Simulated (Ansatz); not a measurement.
One change: `FC(S)S` becomes `CC(F)(S)S`.

Ansatz, PBE0-D4/def2-TZVP geometries, multiplicity 1. Each molecule was computed in one conformer, which needn't be the lowest.

```json
{"property": "HOMO energy (PBE/def2-TZVPP) / eV", "`FC(S)S`": "-6.15"}
{"property": "HOMO–LUMO gap (ωB97M-V/def2-TZVPP) / eV", "`FC(S)S`": "11.26"}
{"property": "LUMO energy (PBE/def2-TZVPP) / eV", "`FC(S)S`": "-1.31"}
{"property": "LUMO energy (PBE0/def2-TZVPP) / eV", "`FC(S)S`": "-0.33"}
{"property": "size of the dipole moment (PBE/def2-TZVPP) / D", "`FC(S)S`": "2.15"}
{"property": "LUMO energy (B3LYP/def2-TZVPP) / eV", "`FC(S)S`": "-0.59"}
```

What does the change do to each property? (An estimate is asked.)

The calculation gave: 
| property | `CC(F)(S)S` | shift |
| --- | --- | --- |
| HOMO energy (PBE/def2-TZVPP) / eV | -6.10 | 0.05 |
| HOMO–LUMO gap (ωB97M-V/def2-TZVPP) / eV | 11.34 | 0.08 |
| LUMO energy (PBE/def2-TZVPP) / eV | -1.21 | 0.10 |
| LUMO energy (PBE0/def2-TZVPP) / eV | -0.21 | 0.12 |
| size of the dipole moment (PBE/def2-TZVPP) / D | 2.52 | 0.37 |
| LUMO energy (B3LYP/def2-TZVPP) / eV | -0.47 | 0.12 |

With PBE0 the HOMO rises by 0.06 eV and the LUMO rises by 0.12 eV, so the gap widens by about 0.06 eV. PBE moves the HOMO by 0.05 eV and ωB97M-V by 0.04 eV. Dipoles are sizes alone; their direction can turn.

B3LYP here is the variant with VWN-RPA as its local correlation; programs differ in this.
